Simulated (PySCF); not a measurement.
# Bond length, frequency and bond energy of SN by level of theory

State: ²Π (doublet), unpaired electrons π ↑. Set-up: basis S 6-31G(d,p), N 6-31G(d,p); no relativity; PySCF 2.14. De refers to S + N in their high-spin ground configurations, without counterpoise correction. The functionals are run spin-unrestricted. A positive dipole means S(−)N(+).

```json
{"Level": "ROHF", "Re (Å)": "1.480", "ωe (cm⁻¹)": "1347", "De (eV)": "0.69", "μ (D)": "-1.56"}
{"Level": "ROHF-MP2", "Re (Å)": "1.503", "ωe (cm⁻¹)": "1326", "De (eV)": "4.11", "μ (D)": "n/a"}
{"Level": "ROHF-SCS-MP2", "Re (Å)": "1.505", "ωe (cm⁻¹)": "1304", "De (eV)": "3.98", "μ (D)": "n/a"}
{"Level": "ROHF-CCSD", "Re (Å)": "1.517", "ωe (cm⁻¹)": "1221", "De (eV)": "3.57", "μ (D)": "n/a"}
{"Level": "ROHF-CCSD(T)", "Re (Å)": "1.527", "ωe (cm⁻¹)": "1181", "De (eV)": "3.89", "μ (D)": "n/a"}
{"Level": "PBE", "Re (Å)": "1.529", "ωe (cm⁻¹)": "1186", "De (eV)": "5.25", "μ (D)": "-1.62"}
{"Level": "TPSS", "Re (Å)": "1.527", "ωe (cm⁻¹)": "1188", "De (eV)": "4.80", "μ (D)": "-1.59"}
{"Level": "r²SCAN", "Re (Å)": "1.516", "ωe (cm⁻¹)": "1231", "De (eV)": "4.55", "μ (D)": "-1.66"}
{"Level": "M06-L", "Re (Å)": "1.512", "ωe (cm⁻¹)": "1252", "De (eV)": "4.63", "μ (D)": "-1.74"}
{"Level": "PBE0", "Re (Å)": "1.506", "ωe (cm⁻¹)": "1270", "De (eV)": "4.51", "μ (D)": "-1.68"}
{"Level": "HSE06", "Re (Å)": "1.507", "ωe (cm⁻¹)": "1266", "De (eV)": "4.49", "μ (D)": "-1.68"}
{"Level": "M06-2X", "Re (Å)": "1.499", "ωe (cm⁻¹)": "1299", "De (eV)": "4.44", "μ (D)": "-1.76"}
```

Problem. Which functional lies closest to ROHF-CCSD(T) in De, which farthest, and by how much do they differ from it?

Solution. Closest is M06-2X (-2.8 pm in Re, +10.0 % in ωe, +0.55 eV in De against ROHF-CCSD(T) in the same basis), farthest PBE (+0.2 pm in Re, +0.4 % in ωe, +1.36 eV in De). CCSD(T) converges more slowly with the basis than the functionals do and binds too weakly in this one, so the order can change at the basis-set limit.

Problem. What does a quarter of exact exchange do here, going from PBE to PBE0?

Solution. PBE0 less PBE: -2.3 pm in Re, +7.1 % in ωe, -0.74 eV in De. Exact exchange removes part of the self-interaction that spreads semilocal densities, and in most molecules shortens and stiffens the bond and lowers De; so it does here.

Problem. What does the step from GGA to meta-GGA do here, going from PBE to r²SCAN?

Solution. r²SCAN less PBE: -1.3 pm in Re, +3.8 % in ωe, -0.70 eV in De. 

Correlated steps freeze 6 core orbitals. Correlated levels converge slowly with the basis: in double zeta they bind strong bonds too weakly, by up to about 1 eV, and carry superposition errors of some tenths. The state was picked by a PBE0 search and need not be the measured ground state.
